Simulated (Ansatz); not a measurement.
Strength of the C–O bond: C3H6F2O → C3H5F2 + OH

Species: C3H6F2O `CC(O)(F)CF`, singlet; C3H5F2 `C[C](F)CF`, doublet; OH, doublet. 

Shapes, held fixed at every level: PBE0-D4/def2-TZVP. Flexible molecules stand in one conformer, not always the lowest. Programs: Ansatz 0.2.0. The zero-point and thermal change to 298 K, harmonic and unscaled (PBE0-D4/def2-TZVP), is -18.6 kJ/mol.

Question: Estimate ΔH(298 K) of this reaction.

Answer: The highest level, CCSD(T)/CBS estimate, gives ΔH(298 K) = +440.3 kJ/mol; the levels span +292.8 to +462.6. The column of differences is taken from that level and isn't an error. Hartree–Fock misses the correlation of the pair that is broken and comes out low. No measured value is set beside it here. Open shells run unrestricted unless RO is named. The CBS estimate extrapolates MP2 from def2-TZVPP and def2-QZVPP and adds CCSD(T) − MP2 in the triple-zeta set, cores frozen.

| level | kind | ΔH(298 K) (kJ/mol) | less CCSD(T)/CBS estimate |
| --- | --- | --- | --- |
| HF/def2-SVP | Hartree–Fock | +292.8 | -147.5 |
| r2SCAN-D4/def2-TZVPP | meta-GGA | +406.8 | -33.5 |
| PBE0-D4/def2-TZVPP | global hybrid | +416.0 | -24.3 |
| wB97X-V/def2-TZVPP | range-separated hybrid | +430.4 | -9.9 |
| B2PLYP/def2-TZVPP | double hybrid | +415.6 | -24.7 |
| MP2/def2-TZVPP | perturbation theory | +462.6 | +22.3 |
| CCSD/def2-SVP | coupled cluster or CI | +423.6 | -16.7 |
| CCSD(T)/CBS estimate | coupled cluster or CI | +440.3 | 0.0 |
